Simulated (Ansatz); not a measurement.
C4H7N can be A, `C#CCNC`, or B, `C=C=CCN`.

Gas-phase electronic energies from Ansatz, PBE0-D4/def2-TZVP geometries. CBS: MP2 limit from def2 TZ/QZ plus the TZ coupled-cluster correction, frozen cores. DFT in def2-TZVPP. B3LYP here is the variant with VWN-RPA as its local correlation; programs differ in this. Each species was taken in one conformer, which may not be the lowest.

Which is lower in electronic energy at CCSD(T)/CBS, and by how much? (Best estimate.)

Ansatz gave: B, by 34.2 kJ/mol.

Give E(B) − E(A) in kJ/mol with CCSD(T)/def2-TZVPP, B3LYP-D4, B3LYP, MP2/def2-TZVPP, PBE0-D4, B2PLYP, HF/def2-TZVPP. (Best estimate.)

Computed: CCSD(T)/def2-TZVPP -33.4, B3LYP-D4 -46.4, B3LYP -48.0, MP2/def2-TZVPP -22.5, PBE0-D4 -47.7, B2PLYP -37.0, HF/def2-TZVPP -33.2. None reverses the order clearly.

Largest T1 diagnostic: 0.011.

From PBE to PBE0 (25 % exact exchange), in def2-TZVPP and without D4, E(B) − E(A) moves by +4.5 kJ/mol.
